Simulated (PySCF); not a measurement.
# C5H7F: the cost of one run

The runs use PySCF 2.14.0, with density-fitted response routines of our own; the level of theory stands in each step. All values are computed, except where a source is named. Atoms count from 0, in the outputs and in this text.

**1. The molecule as given**

13 atoms, charge 0, multiplicity 1; geometry from: GFN2-xTB. The atoms were then displaced at random by about 0.01 Å, so the start is not that level's minimum.

Bonds of the start (Å): F0–C1 1.36, C1–C2 1.48, C2–C3 1.57, C3–C4 1.52, C4–C5 1.53, C5–C1 1.49, C5–C2 1.53, C1–H6 1.07, C2–H7 1.06, C3–H8 1.07, C3–H9 1.08, C4–H10 1.09, C4–H11 1.08, C5–H12 1.08.

**2. Optimising the geometry at PBE0-D3(BJ)/def2-SVP**

What the job is given:

```
{"job": {"xc": "PBE0", "basis": "def2-SVP", "d3": "d3bj", "grid": 1, "shake": 0.01, "kind": "geom"}, "charge": 0, "multiplicity": 1}
F     -1.064630     0.923100    -1.510750
C     -1.280980     0.553780    -0.223020
C     -0.687830    -0.708710     0.276000
C      0.683050    -0.954560    -0.443310
C      1.162130     0.405860     0.039270
C     -0.164580     0.646240     0.764240
H     -2.267260     0.819580     0.098100
H     -1.233680    -1.454550     0.785270
H      0.559040    -1.064820    -1.499730
H      1.204590    -1.798300    -0.021750
H      2.000100     0.332110     0.738830
H      1.397780     1.139260    -0.722750
H     -0.301910     1.144120     1.709260
```

On the command line:

```sh
OMP_NUM_THREADS=1 python probes_run.py task.json out
```

The driver reads the jobs from task.json and runs them one after another.

**Question.** How long does this first job take on 1 thread of Arm Neoverse N1, shared host, and how much memory does it need?

About 42 s, with a peak of 0.51 GiB.
